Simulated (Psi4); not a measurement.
Process, species as SMILES: C#CC → C1=CC1
B3LYP-D3(BJ)/def2-TZVP geometries, fixed; electronic energies without zero-point terms.

Effect of the integral screening threshold at M06-2X/aug-cc-pVTZ with Psi4, against the last row, where the isomerisation energy is 20.50 kcal/mol.

| setting | largest shift of a total energy (mEh) | shift of the isomerisation energy (kcal/mol) |
|---|---|---|
| ints_tolerance: 1e-6 | -0.002 | 0.002 |
| ints_tolerance: 1e-8 | 0.000 | 0.000 |
| ints_tolerance: 1e-10 | 0.000 | 0.000 |
| ints_tolerance: 1e-14 | 0.000 | 0.000 |

Within 0.02 kcal/mol in the isomerisation energy: ints_tolerance: 1e-6; ints_tolerance: 1e-8; ints_tolerance: 1e-10. The largest shift is 0.002 mEh in a total energy and 0.002 kcal/mol in the difference.
